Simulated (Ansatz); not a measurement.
Ansatz (a quantum-chemistry and plane-wave program) input (CCSD(T)/cc-pV(D+d)Z): A basis named .json is the Basis Set Exchange file of that set (core-valence sets with the plain set on hydrogen).

Ansatz 0.2 input:
```yaml
crystal:
  periodic: [false, false, false]
  atoms:
    - {symbol: C, position_ang: [0.00394345, 0.00524516, 0.76725426]}
    - {symbol: Cl, position_ang: [-0.01752138, 1.48253369, -0.22626440]}
    - {symbol: Cl, position_ang: [0.01529894, -1.48548974, -0.20614288]}
    - {symbol: H, position_ang: [-0.89039947, -0.00050138, 1.37837936]}
    - {symbol: H, position_ang: [0.90452024, 0.01928333, 1.36901878]}
basis:
  gaussian:
    orbitals: cc-pV_D+d_Z.json
magnetization: {spin_polarized: false}
correlation: {method: ccsd_t, electrons: outside_noble_gas}
```

Output:

```
Functional definition: HF
integrals: 0.05 GiB planned
697 factors; integrals over basis functions are off by at most 9.9e-4 eV
mean field: 0.20 GiB planned
mean field evaluation 1: about -26068.4006 eV, gradient 1.8e1 eV
mean field evaluation 2: about -26068.4700 eV, gradient 1.8e1 eV
mean field evaluation 4: about -26069.4449 eV, gradient 2.0e0 eV
mean field evaluation 8: about -26069.4667 eV, gradient 9.1e-2 eV
mean field evaluation 16: about -26069.1423 eV, gradient 1.0e1 eV
mean field -26069.46678440 eV, -958.0352338073 hartree, gradient 8.7e-7 eV, S^2 0.000000; 0 other end points of the search recorded, 0 dependent functions left out
11 core orbitals not correlated
reference -26069.46678440 eV, -958.0352338073 hartree; 10, 10 occupied and 49, 49 virtual orbitals, 697 factors
second order -11.45204031 eV of doubles, -0.00000000 eV of singles
coupled cluster: 0.15 GiB planned
cycle   1  -12.14069808 eV  change   -6.9e-1 eV  update   6.8e-2
cycle   2  -12.42376492 eV  change   -2.8e-1 eV  update   2.0e-2
cycle   3  -12.47362713 eV  change   -5.0e-2 eV  update   8.1e-3
cycle   4  -12.47316110 eV  change    4.7e-4 eV  update   1.7e-3
cycle   5  -12.47346103 eV  change   -3.0e-4 eV  update   5.7e-4
cycle   6  -12.47335518 eV  change    1.1e-4 eV  update   1.7e-4
cycle   7  -12.47333140 eV  change    2.4e-5 eV  update   6.7e-5
cycle   8  -12.47333933 eV  change   -7.9e-6 eV  update   2.2e-5
perturbative correction -0.33310954 eV, -0.0122415498 hartree
Total energy: -26082.27323326 eV, -958.5058621227 hartree
```
